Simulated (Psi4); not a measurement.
**H3O+ (oxonium) at M06-2X/aug-cc-pVTZ**

What is the energy change on altering one bond length of H3O+ (oxonium) at M06-2X/aug-cc-pVTZ? 

The results are computed with Psi4 1.11.

## 1. The system as given

H3O+: 4 atoms, total charge +1, spin state singlet. As SMILES, `[OH3+]`. Geometry: relaxed at PBE0-D4/def2-TZVP.

Bond lengths: O1–H2 0.978 Å, O1–H3 0.978 Å, O1–H4 0.978 Å. Angles: H2–O1–H3 113.0°, H2–O1–H4 113.0°, H3–O1–H4 113.0°.

## 2. Energy and gradient at M06-2X/aug-cc-pVTZ

Contents of h3o.xyz:

```xyz
4
H3O
O      0.181970    -0.056700    -0.052760
H      0.219060     0.918440     0.015140
H     -0.408890    -0.368290    -0.767380
H      0.007860    -0.493450     0.805020
```

Contents of run.py:

```python
import psi4

psi4.set_memory(2200000000)
psi4.set_num_threads(1)
psi4.core.set_output_file('run.log', False)

with open('h3o.xyz') as f:
    atoms = ''.join(f.readlines()[2:])
mol = psi4.geometry('1 1\n' + atoms + 'symmetry c1\nno_reorient\nno_com')

psi4.set_options({
    'basis': 'aug-cc-pVTZ',
    'puream': True,
    'e_convergence': 1e-09,
    'd_convergence': 1e-08,
    'scf_type': 'pk',
    'dft_radial_points': 99,
    'dft_spherical_points': 590,
})

e_tot, wfn = psi4.gradient('m06-2x', molecule=mol, return_wfn=True)
psi4.oeprop(wfn, 'QUADRUPOLE', 'MAYER_INDICES', 'MULLIKEN_CHARGES')
print('gradient / Eh bohr^-1')
print(e_tot.np.round(6))
print(f'energy = {wfn.energy():.10f} Eh')
```

On the command line:

```sh
$ python run.py
```

run.log (excerpt; [...] marks lines left out):

```text
[...]
  Running in c1 symmetry.
[...]
  Nuclear repulsion =   13.956307360664804
[...]
  Multiplicity = 1
[...]
  Nalpha       = 5
  Nbeta        = 5
[...]
    Number of basis functions: 115
[...]
   @RKS iter   1:   -76.64793822278494    1.08792e-01   3.57673e-03 DIIS/ADIIS
[...]
   @RKS iter   8:   -76.70223840680744   -3.36939e-11   5.94231e-09 DIIS
[...]
    Orbital Energies [Eh]
    ---------------------
    Doubly Occupied:
       1A    -20.055704     2A     -1.575850     3A     -1.019427
       4A     -1.019398     5A     -0.833633
[...]
  @RKS Final Energy:   -76.70223840680744
   => Energetics <=
    Nuclear Repulsion Energy =             13.9563073606648036
    One-Electron Energy =                -128.5721447194253244
    Two-Electron Energy =                  42.4284674186423416
    DFT Exchange-Correlation Energy =      -4.5148684666892676
    Empirical Dispersion Energy =           0.0000000000000000
    VV10 Nonlocal Energy =                  0.0000000000000000
    Total Energy =                        -76.7022384068074388
[...]
  -Total Gradient:
     Atom            X                  Y                   Z
    ------   -----------------  -----------------  -----------------
       1       -0.000439571022     0.000150438340     0.000125011750
       2       -0.000186559758    -0.001123223163    -0.000024424062
       3        0.000558332468     0.000404190818     0.000904338353
       4        0.000059062195     0.000575756108    -0.001002683198
[...]
 Multipole Moments:
 ------------------------------------------------------------------------------------
     Multipole            Electronic (a.u.)      Nuclear  (a.u.)        Total (a.u.)
 ------------------------------------------------------------------------------------
 L = 1.  Multiply by 2.5417464519 to convert [e a0] to [Debye]
 Dipole X            :         -2.6928422            2.4071142           -0.2857280
 Dipole Y            :          0.8390876           -0.7500323            0.0890553
 Dipole Z            :          0.7807126           -0.6978759            0.0828367
 Magnitude           :                                                    0.3105370
 L = 2.  Multiply by 1.3450342976 to convert [e a0^2] to [Debye ang]
 Quadrupole XX       :         -6.0892644            1.7146280           -4.3746364
 Quadrupole XY       :         -0.1507941            0.9476301            0.7968360
[...]
  Mulliken Charges: (a.u.)
   Center  Symbol    Alpha    Beta     Spin     Total
       1     O     3.99335  3.99335  0.00000  0.01331
       2     H     0.33555  0.33555  0.00000  0.32890
       3     H     0.33555  0.33555  0.00000  0.32891
       4     H     0.33556  0.33556  0.00000  0.32889
   Total alpha =  5.00000, Total beta =  5.00000, Total charge =  1.00000
  Mayer Bond Indices:
[...]
```

Standard output:

```text
gradient / Eh bohr^-1
[[-4.400e-04  1.500e-04  1.250e-04]
 [-1.870e-04 -1.123e-03 -2.400e-05]
 [ 5.580e-04  4.040e-04  9.040e-04]
 [ 5.900e-05  5.760e-04 -1.003e-03]]
energy = -76.7022384068 Eh
```

Wall time 45 s (1 thread of AMD EPYC 7R43 (Zen 3), shared host); peak memory 0.81 GiB.

## 3. The distorted shape: the energy at M06-2X/aug-cc-pVTZ

Contents of job.inp:

```
memory 2.2 GB

molecule {
  1 1
  O      0.270577    -0.009973     0.054407
  H      0.307667     0.965167     0.122307
  H     -0.408890    -0.368290    -0.767380
  H      0.096467    -0.446723     0.912187
  symmetry c1
}

set basis aug-cc-pVTZ
set reference rks
set puream true
set e_convergence 1e-09
set d_convergence 1e-08
set scf_type pk
set dft_radial_points 99
set dft_spherical_points 590

e, wfn = energy('m06-2x', return_wfn=True)
oeprop(wfn, 'MULLIKEN_CHARGES', 'LOWDIN_CHARGES', 'QUADRUPOLE', title='M06-2X')
```

On the command line:

```sh
$ psi4 job.inp job.out -n 1
```

job.out (excerpt; [...] marks lines left out):

```text
[...]
  Running in c1 symmetry.
[...]
  Nuclear repulsion =   13.346052362838488
[...]
  Multiplicity = 1
[...]
  Nalpha       = 5
  Nbeta        = 5
[...]
    Number of basis functions: 115
[...]
   @RKS iter   1:   -76.63389031779464    5.15106e-02   3.50160e-03 ADIIS/DIIS
[...]
   @RKS iter   9:   -76.68890969997906   -8.46967e-12   3.88121e-09 DIIS
[...]
  @RKS Final Energy:   -76.68890969997906
   => Energetics <=
    Nuclear Repulsion Energy =             13.3460523628384884
    One-Electron Energy =                -127.5779522608771970
    Two-Electron Energy =                  42.0357632728879551
    DFT Exchange-Correlation Energy =      -4.4927730748283263
    Empirical Dispersion Energy =           0.0000000000000000
    VV10 Nonlocal Energy =                  0.0000000000000000
    Total Energy =                        -76.6889096999790780
[...]
 Multipole Moments:
 ------------------------------------------------------------------------------------
     Multipole            Electronic (a.u.)      Nuclear  (a.u.)        Total (a.u.)
 ------------------------------------------------------------------------------------
 L = 1.  Multiply by 2.5417464519 to convert [e a0] to [Debye]
 Dipole X            :         -0.0030374           -0.6435382           -0.6465755
 Dipole Y            :         -0.0256983            0.1419298            0.1162315
 Dipole Z            :         -0.0467994            0.0818863            0.0350869
 Magnitude           :                                                    0.6578760
 L = 2.  Multiply by 1.3450342976 to convert [e a0^2] to [Debye ang]
 Quadrupole XX       :         -5.6075819            1.5830658           -4.0245161
 Quadrupole XY       :         -0.4494819            1.3095666            0.8600847
[...]
  Mulliken Charges: (a.u.)
   Center  Symbol    Alpha    Beta     Spin     Total
       1     O     4.05546  4.05546  0.00000 -0.11093
       2     H     0.33204  0.33204  0.00000  0.33592
       3     H     0.28045  0.28045  0.00000  0.43910
       4     H     0.33205  0.33205  0.00000  0.33590
   Total alpha =  5.00000, Total beta =  5.00000, Total charge =  1.00000
  Lowdin Charges: (a.u.)
   Center  Symbol    Alpha    Beta     Spin     Total
       1     O     3.28115  3.28115  0.00000  1.43770
       2     H     0.61447  0.61447  0.00000 -0.22894
[...]
```

Run time: 38 s. Hardware: 1 thread of AMD EPYC 7R43 (Zen 3), shared host; peak memory 0.8 GiB.

## 4. Summary of results

Level: M06-2X/aug-cc-pVTZ.

```
                                                         quantity         value
                                        first shape: total energy  -76.70224 Eh
                                         first shape: HOMO energy     -22.68 eV
                                         first shape: LUMO energy      -6.64 eV
                                       first shape: HOMO–LUMO gap      16.05 eV
                            first shape: largest force on an atom    0.060 eV/Å
                                    distorted shape: total energy  -76.68891 Eh
                                     distorted shape: HOMO energy     -22.23 eV
                                     distorted shape: LUMO energy      -7.08 eV
                                   distorted shape: HOMO–LUMO gap      15.15 eV
energy change with the O1–H3 bond stretched from 0.978 to 1.125 Å      0.363 eV
```

**Reading.** With the O1–H3 bond stretched from 0.978 to 1.125 Å the energy rises by 0.36 eV (8.4 kcal/mol). The first shape isn't relaxed at this level, so the change isn't measured from a minimum. Mulliken charges (first shape) run from +0.01 on O1 to +0.33 on H3; in a basis this large or diffuse they mean little.
